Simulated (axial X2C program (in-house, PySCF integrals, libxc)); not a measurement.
# Potential curves of NaC, non-relativistic

Computed with an in-house all-electron X2C program for linear molecules (integrals from PySCF). The Hamiltonian is the X2C one with the speed of light multiplied by 100, which is the non-relativistic limit. Basis: Na dyall-v3z [9s8p4d2f], C dyall-v3z [7s6p2d1f] (cores contracted in-house); Gaussian nuclei, density fitting, unrestricted open shells. Masses: Na 22.990 u, C 12.000 u.

State: M_S = 3/2, Λ = 0 (beyond evenly filled blocks: σα, π+α, π-α). Energies in cm⁻¹ from the fragments at the same level (Na + C). Fits are polynomials in 1 − R0/R over 0.85 to 1.23 times the lowest point R0.

```csv
R (Å),MP2,HF,PBE0
1.9462,-13254,-7542,-13799
2.0357,-14832,-9295,-15363
2.1028,-15502,-10064,-16037
2.1699,-15835,-10474,-16384
2.2370,-15906,-10602,-16478
2.3153,-15733,-10476,-16341
2.3936,-15355,-10128,-16009
2.4943,-14654,-9449,-15382
2.6173,-13588,-8389,-14429
2.7963,-11827,-6617,-12878
```

Correlated methods: 13 electrons correlated (number of frozen shells: Na 1 s; C 1 s), 191 virtual spin orbitals or spinors in MP2.

The state is one determinant whose occupation by symmetry is held fixed; it was picked as the lowest of a PBE0 search that is not exhaustive. De is counted from the lowest determinant-based energies of the atoms at the same level, without counterpoise correction. MP2 and coupled cluster on one determinant become unreliable at the stretched end.

Task: What are Re, ωe and De at the MP2 level?

Result: At MP2, non-rel.: Re = 2.224 Å, ωe ≈ 451 cm⁻¹, De = 1.97 eV to Na + C; Be follows as 0.432 cm⁻¹.

Task: Fit the HF curve near its minimum: give the equilibrium distance, the harmonic wavenumber and the well depth.

Result: At HF, non-rel.: Re = 2.240 Å, ωe ≈ 454 cm⁻¹, De = 1.31 eV to Na + C; Be follows as 0.426 cm⁻¹.

Task: What are Re, ωe and De at the PBE0 level?

Result: At PBE0, non-rel.: Re = 2.232 Å, ωe ≈ 435 cm⁻¹, De = 2.04 eV to Na + C; Be follows as 0.429 cm⁻¹.
